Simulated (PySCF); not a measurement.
Saddle point of C$_{2}$H$_{5}$Al, closed shell (C₂H₂ (C#C) + AlH₃ → C₂H₅Al ([CH2][CH][AlH2]); bonds formed: Al1–C5, H2–C6; bonds broken: Al1–H2), PBE0-D4/def2-TZVP structure:

```
atom    x (Å)    y (Å)    z (Å)
 Al1  -0.8015  -0.5946  -0.4317
  H2  -0.4529  -0.9968   1.1195
  H3  -0.2630  -1.6642  -1.4720
  H4  -2.1544   0.2238  -0.5580
  C5   0.7347   0.8812  -0.2917
  C6   0.8003   0.3939   0.8397
  H7   1.0462   1.5667  -1.0540
  H8   1.0905   0.1900   1.8481
```

Energies are electronic, without zero-point energy. Barriers and step energies count from the start structure reached by relaxing down the imaginary mode; all methods use the PBE0-D4 structures, on which another method's saddle can fall below an end. Computed with PySCF 2.14 with density fitting (its default auxiliary sets; JK sets also for MP2 and CCSD(T)) (basis: def2-TZVPP, with def2-QZVPP for the basis limit); correlated methods freeze the cores. B3LYP uses VWN-RPA correlation. Extrapolation: Hartree–Fock as exp(−7.88 √X), correlation as X^−2.97.

| method | barrier (kJ/mol) | step energy (kJ/mol) |
| --- | --- | --- |
| SPW92 | 4.1 | -170.1 |
| PBE-D4 | 18.6 | -163.6 |
| r2SCAN-D4 | 23.0 | -163.3 |
| PBE0-D4 | 27.6 | -171.4 |
| B3LYP-D4 | ? | -162.8 |
| BHLYP-D4 | 47.9 | -170.3 |
| wB97M-V | ? | -158.0 |
| HF | ? | -164.0 |
| MP2 | 53.7 | -153.7 |
| CCSD | 53.6 | -159.1 |
| CCSD(T) | 48.3 | -156.6 |

Problem. Fill in the withheld barriers. (Judge from chemistry; the value comes from the calculation.)

Solution. By the calculation: HF 74.8; B3LYP-D4 36.8; wB97M-V 41.8 kJ/mol. Each is the energy of the saddle less that of the start structure, by the same method.

For comparison, the barrier by CCSD(T) at an estimated basis limit (MP2 extrapolated from triple and quadruple zeta, plus CCSD(T) − MP2 in triple zeta) is 47.1 kJ/mol.

No T1 diagnostic of these runs exceeds 0.019.

Labels in which every atom is bracketed show which atoms are joined, not bond orders.

For scale, one of the runs: CCSD(T)/def2-TZVPP, 174 basis functions, launched by `OMP_NUM_THREADS=4 python run.py`. Time: 2.5 min of wall clock on 4 CPU threads of an Arm Neoverse V1; the host was shared. Peak host memory: 1.2 GiB.
